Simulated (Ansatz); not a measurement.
Mulliken charges of H₇NSi₂, SMILES `N[SiH2][SiH3]` from ωB97M-V/def2-TZVPP in Ansatz (PBE0-D4/def2-TZVP geometry).

| atom | x (Å) | y (Å) | z (Å) | charge (e) |
| --- | --- | --- | --- | --- |
| N1 | -1.517 | 0.537 | -0.762 | -0.366 |
| Si2 | 0.155 | 0.761 | -0.408 | 0.270 |
| Si3 | 0.870 | -0.994 | 0.967 | 0.042 |
| H4 | -1.838 | -0.354 | -1.106 | 0.115 |
| H5 | -2.042 | 1.288 | -1.181 | 0.113 |
| H6 | 0.291 | 2.067 | 0.293 | -0.037 |
| H7 | 1.066 | 0.821 | -1.595 | -0.064 |
| H8 | 0.557 | -2.304 | 0.328 | -0.029 |
| H9 | 0.199 | -0.953 | 2.294 | -0.022 |
| H10 | 2.343 | -0.920 | 1.173 | -0.023 |

Question: By hand: the dipole of these point charges (1 e Å = 4.8032 D).

Answer: Σ q r = (0.038, 0.052, -0.047) e Å, of length 0.080 e Å = 0.38 D.

Question: How does the dipole of the full density compare? (An estimate is asked.)

Answer: Ansatz gave: (-0.212, 0.014, -0.220) e Å, 1.47 D; the point charges give 0.26 times that, at 83° from its direction.

Point charges leave out the atoms' own dipoles, such as those of lone pairs, and Mulliken's split depends on the basis, so the two needn't agree.
